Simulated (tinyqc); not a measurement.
Inside a calculation. Method: Born-Oppenheimer dynamics on the UHF/sto-3g surface (energies and gradients from PySCF), for CH2, spin multiplicity 3. Computed by tinyqc, a small Python program that keeps every step (integrals from PySCF). Settings: charge = 0, multiplicity = 3, basis = sto-3g, time step (fs) = 0.5, steps = 16. Command: `OMP_NUM_THREADS=1 python tinyqc.py 25210 25211 out.jsonl` (the two numbers bound the seeds that draw the settings). One thread of a shared host (Intel(R) Xeon(R) Processor @ 2.60GHz), about 1 s of CPU time with the checks.

positions (bohr):
```
            x          y          z
1C   0.026456   0.018897  -0.024566
2H  -0.015118   1.664849   1.046908
3H   0.064251  -1.795240   1.118718
```

The total energy should stay constant up to terms of order dt^2; the step counts as short enough if it moves by less than 2 % of the largest kinetic energy.

Trajectory:

| time (fs) | 1C-2H (angstrom) | potential (hartree) | kinetic (hartree) | total (hartree) |
|---|---|---|---|---|
| 0.000000 | 1.039526 | -38.42952446 | 0.00245032 | -38.42707414 |
| 0.500000 | 1.037518 | -38.42806528 | 0.00102664 | -38.42703864 |
| 1.000000 | 1.042180 | -38.42783582 | 0.00079472 | -38.42704109 |
| 1.500000 | 1.052827 | -38.42880676 | 0.00173388 | -38.42707289 |
| 2.000000 | 1.067910 | -38.43048599 | 0.00337062 | -38.42711537 |
| 2.500000 | 1.085350 | -38.43220054 | 0.00504767 | -38.42715286 |
| 3.000000 | 1.102899 | -38.43335172 | 0.00617567 | -38.42717605 |
| 3.500000 | 1.118447 | -38.43357940 | 0.00640123 | -38.42717817 |
| 4.000000 | 1.130222 | -38.43287588 | 0.00572216 | -38.42715372 |
| 4.500000 | 1.136910 | -38.43165729 | 0.00455142 | -38.42710587 |
| 5.000000 | 1.137722 | -38.43068549 | 0.00362914 | -38.42705635 |
| 5.500000 | 1.132445 | -38.43071764 | 0.00367781 | -38.42703982 |
| 6.000000 | 1.121485 | -38.43199178 | 0.00491599 | -38.42707578 |
| 6.500000 | 1.105896 | -38.43395404 | 0.00680835 | -38.42714569 |
| 7.000000 | 1.087358 | -38.43554056 | 0.00833495 | -38.42720561 |
| 7.500000 | 1.068090 | -38.43583370 | 0.00861386 | -38.42721985 |
| 8.000000 | 1.050630 | -38.43460706 | 0.00742513 | -38.42718193 |

Is the time step short enough?

No. The total energy moves within 1.8e-04 hartree; that is over 2 % of the largest kinetic energy, so the time step is too long.
